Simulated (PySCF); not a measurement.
An unknown is described by computed data only.

Elements present: B, H, N and P. Monoisotopic mass: 61.0253 u.

- NMR, other nuclei: isotropic shieldings of nuclei other than C and H, by class: 55 (1 B), 128 (1 N), 565 (1 P) ppm [GIAO PBE0/pcSseg-1]
- 1H NMR: chemical shifts (computed TMS as zero) by class: 5.95 (1 H), 4.89 (2 H), 1.89 (2 H) ppm [GIAO PBE0/pcSseg-1]
- Rotational structure: rotational constants A, B, C: 36.530, 4.784, 4.387 GHz [PBE0-D3(BJ)/def2-SVP]
- Triplet: lowest triplet excitation (Tamm–Dancoff): 4.70 eV [TDA PBE0/def2-SVPD]
- Valence photoelectron: vertical ionisation energy: 9.19 eV [ΔSCF PBE0/def2-SVPD]
- Polarisability: 52.8 au [PBE0/def2-SVPD]
- UV, first state: lowest singlet excitation: 5.08 eV (244 nm, f = 0.003) [TDDFT PBE0/def2-SVPD]
- Dipole: 2.20 D [PBE0/def2-SVPD]
- XPS: P2p3/2 135.9, B1s 195.8, N1s 405.6, P1s 2149.5 eV [ΔSCF SCAN, pcX-2 on the ionised atom, pcseg-1 elsewhere, spin-free X2C, 2p3/2 from a spin–orbit splitting computed afterwards within the 2p shell]

Electronic properties: PySCF, gas phase, density fitting. Levels stand in brackets. One conformer (not necessarily the lowest) at the PBE0-D3(BJ)/def2-SVP geometry, without solvent, vibrations or thermal averaging. Each NMR value is the plain mean over a class of atoms that symmetry, rotation or inversion makes alike.

Question: Which formula fits the mass and the elements?

Answer: BH5NP (calculated 61.0253). No other formula that holds each of these elements comes within 0.0003 u with a fitting electron parity and a possible valence count.

Question: What is the compound? Reason from the data.

Answer: Numbering: `[NH2:1][BH:2][PH2:3]`. Hydrogen classes from least to most shielded: 1 H on a three-coordinate boron, B2 (5.95 ppm), 2 H on a boron-bound nitrogen, N1 (4.89 ppm), 2 H on a three-coordinate phosphorus, P3 (1.89 ppm). The other shieldings belong to: 55 ppm, three-coordinate boron [B2]; 128 ppm, boron-bound nitrogen [N1]; 565 ppm, three-coordinate phosphorus [P3]. The core levels belong to: P2p3/2 135.9 eV, three-coordinate phosphorus [P3]; B1s 195.8 eV, three-coordinate boron [B2]; N1s 405.6 eV, boron-bound nitrogen [N1]; P1s 2149.5 eV, three-coordinate phosphorus [P3]. The hole state at 195.8 eV has ⟨S²⟩ = 0.84 against 0.75, so that value is less sure. S1 is mainly HOMO→LUMO (weight 0.99); the largest Löwdin shares of the orbital it empties are 0.64 on the three-coordinate phosphorus, 0.16 on the three-coordinate boron and 0.06 on each of 2 atoms of one kind (P–H hydrogen), of the orbital it fills 0.40 on the three-coordinate boron, 0.21 on the boron-bound nitrogen, 0.18 on the three-coordinate phosphorus and 0.08 on the B–H hydrogen. By its constants the optimised geometry is an asymmetric top. Structure: `NBP` (BH5NP). The assignments are read from this structure; whether some other isomer fits the data as well wasn't checked.

Conformer computed: `[NH2:1][BH:2][PH2:3]`: H–N1–B2–P3 -179°, H–N1–B2–P3 1°, H–P3–B2–N1 -148°, H–P3–B2–N1 119°.
